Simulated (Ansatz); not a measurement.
A made-up structure of BSiH₃S, closed shell:

```json
{"atom": "B1", "x (Å)": "0.3243", "y (Å)": "-0.4379", "z (Å)": "-0.9046"}
{"atom": "Si2", "x (Å)": "-0.2878", "y (Å)": "0.1967", "z (Å)": "0.8699"}
{"atom": "S3", "x (Å)": "-0.5300", "y (Å)": "2.1309", "z (Å)": "0.9757"}
{"atom": "H4", "x (Å)": "-0.4669", "y (Å)": "-0.6734", "z (Å)": "-1.7671"}
{"atom": "H5", "x (Å)": "1.4886", "y (Å)": "-0.4612", "z (Å)": "-1.1677"}
{"atom": "H6", "x (Å)": "-0.5953", "y (Å)": "3.3551", "z (Å)": "1.5646"}
```

It is relaxed with PBE-D4/def2-SVP and then PBE0-D4/def2-TZVP (Ansatz 0.2.0). Atoms count as bonded within 1.22 times the sum of their covalent radii (H–H: 0.88 Å). The end point is not checked to be a true minimum.

**Question.** Does its bonding change? (A judgement: the text doesn't fix the answer.)

**Answer.** Computed: No: no bond forms or breaks.

Where it ends: The first stage lowers the energy by 2.19 eV in 11 steps. It ends as BSiH₃S ([BH2][Si][SH]):
B1  (0.289, -0.286, -0.837)
Si2  (-0.262, 0.314, 0.975)
S3  (-0.322, 2.369, 0.488)
H4  (-0.520, -0.652, -1.644)
H5  (1.443, -0.467, -1.109)
H6  (-0.695, 2.831, 1.697)
(Å)

Labels in which every atom is bracketed show which atoms are joined, not bond orders.

For scale, one of the runs: PBE0-D4/def2-TZVP relaxation, 123 basis functions, launched by `ansatz run in.yaml --threads 2 --pin off --events-out ev --progress --plain --max-ram 4352MiB`. The run took about 13 s on 2 CPU threads of an Arm Neoverse V2 (shared host).
